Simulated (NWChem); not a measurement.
The numbers come from NWChem runs, not from measurements. System: CS, charge 0, spin multiplicity 1, at a geometry optimised with B3LYP/def2-SVP. The structure started from a generated list of species. Level: evGW0@PBE/def2-TZVP, RI basis def2-tzvp-rifit, 6 cycles.

Part of the output:

```
             Northwest Computational Chemistry Package (NWChem) 7.3.0
             --------------------------------------------------------

                                NWChem Input Module
                                -------------------

 Scaling coordinates for geometry "geometry" by  1.889725989
 (inverse scale =  0.529177249)

 Turning off AUTOSYM since
 SYMMETRY directive was detected!

                             Geometry "geometry" -> ""
                             -------------------------

 Output coordinates in angstroms (scale by  1.889725989 to convert to a.u.)

  No.       Tag          Charge          X              Y              Z
 ---- ---------------- ---------- -------------- -------------- --------------
    1 C                    6.0000     0.00000000     0.00000000     1.11921200
    2 S                   16.0000     0.00000000     0.00000000    -0.41970500

 Effective nuclear repulsion energy (a.u.)      33.0108874643

            Nuclear Dipole moment (a.u.)
            ----------------------------
        X                 Y               Z
 ---------------- ---------------- ----------------
     0.0000000000     0.0000000000    -0.0000151178

      Symmetry information
      --------------------

 Group name             C2v
 Group number             16
 Group order               4
 No. of unique centers     2

      Symmetry unique atoms

     1    2


 Summary of "ao basis" -> "" (spherical)
 ------------------------------------------------------------------------------
       Tag                 Description            Shells   Functions and Types
 ---------------- ------------------------------  ------  ---------------------
 *                         def2-tzvp                  on all atoms

 new library libraries.bse/

 Summary of "ri basis" -> "" (spherical)
 ------------------------------------------------------------------------------
       Tag                 Description            Shells   Functions and Types
 ---------------- ------------------------------  ------  ---------------------
 *                      def2-tzvp-rifit               on all atoms

  pbe96 is a nonlocal functional; adding pw91lda local functional.

                                 NWChem DFT Module
                                 -----------------

 Summary of "ao basis" -> "ao basis" (spherical)
 ------------------------------------------------------------------------------
       Tag                 Description            Shells   Functions and Types
[...]
@GW        48         63.412           0.000
@GW        49         63.429           0.000
@GW        50         65.366           0.000
@GW        51         74.838           0.000
@GW        52         78.412           0.000
@GW        53         78.406           0.000
@GW        54         83.732           0.000
@GW        55         83.728           0.000
@GW        56         87.347           0.000
@GW        57         87.342           0.000
@GW        58         91.083           0.000
@GW        59         91.036           0.000
@GW        60         97.064           0.000
@GW        61        103.901           0.000
@GW        62        103.911           0.000
@GW        63        112.960           0.000
@GW        64        251.647           0.000
@GW        65        251.663           0.000
@GW        66        263.045           0.000
@GW        67        561.506           0.000
@GW        68        601.703           0.000

  *** G5W0

          Solving quasiparticle equations

                  Alpha Orbitals
          State     Energy (eV)     Error (eV)
          -----------------------------------
@GW         1      -2473.550           0.000
@GW         2       -293.186           0.000
@GW         3       -233.843           0.000
@GW         4       -170.880           0.000
@GW         5       -170.880           0.000
@GW         6       -171.074           0.000
@GW         7        -24.448           0.000
@GW         8        -16.548           0.000
@GW         9        -12.488           0.000
@GW        10        -12.493           0.000
@GW        11        -11.058           0.000
@GW        12          0.399           0.000
@GW        13          0.397           0.000
@GW        14          4.954           0.000
@GW        15          5.157           0.000
@GW        16          8.185           0.000
@GW        17          8.183           0.000
@GW        18          8.048           0.000
@GW        19         10.947           0.000
@GW        20         10.947           0.000
@GW        21         10.805           0.000
@GW        22         10.610           0.000
@GW        23         10.610           0.000
@GW        24         14.444           0.000
@GW        25         14.446           0.000
@GW        26         19.924           0.000
@GW        27         23.902           0.000
@GW        28         23.902           0.000
@GW        29         24.959           0.000
@GW        30         31.342           0.000
@GW        31         32.892           0.000
@GW        32         32.891           0.000
@GW        33         38.941           0.000
@GW        34         44.071           0.000
@GW        35         44.072           0.000
@GW        36         44.102           0.000
@GW        37         43.298           0.000
@GW        38         42.622           0.000
@GW        39         42.626           0.000
@GW        40         46.625           0.000
@GW        41         50.125           0.000
@GW        42         50.125           0.000
@GW        43         48.710           0.000
@GW        44         52.312           0.000
@GW        45         52.316           0.000
@GW        46         52.795           0.000
@GW        47         52.890           0.000
@GW        48         63.401           0.000
@GW        49         63.415           0.000
@GW        50         65.371           0.000
@GW        51         74.841           0.000
@GW        52         78.407           0.000
@GW        53         78.400           0.000
@GW        54         83.728           0.000
@GW        55         83.727           0.000
@GW        56         87.349           0.000
@GW        57         87.347           0.000
@GW        58         91.094           0.000
@GW        59         91.076           0.000
@GW        60         97.065           0.000
@GW        61        103.944           0.000
@GW        62        103.920           0.000
@GW        63        113.015           0.000
@GW        64        251.646           0.000
@GW        65        251.668           0.000
@GW        66        263.053           0.000
@GW        67        561.512           0.000
@GW        68        601.689           0.000

     GW Timing Statistics
   ------------------------
   Init.   :          0.1s
     ERIs  :          0.3s
     Distr.:          0.0s
     Vxc   :          0.1s
   Sigma_x :          0.0s
   RPA     :          0.1s
   Wmn     :          0.5s
   Sigma_c :          0.6s
   GW total:          1.6s

 Task  times  cpu:        1.6s     wall:        1.6s

 Total times  cpu:        6.5s     wall:        6.5s
```

Question: Write an NWChem input that would produce this output.

Answer: This is not unique; one that fits is 
```
start mol
memory heap 200 mb stack 700 mb global 1700 mb
geometry units angstroms nocenter noautoz
  C      0.000000     0.000000     1.119212
  S      0.000000     0.000000    -0.419705
  symmetry group C2v
end
basis spherical
  * library def2-tzvp
end
basis "ri basis" bse spherical
  * library def2-tzvp-rifit
end
dft
  xc xpbe96 cpbe96
  iterations 100
  direct
  tolerances tight
end
task dft energy
gw
  evgw0 6
  states alpha occ -1 vir -1
end
task dft gw
```
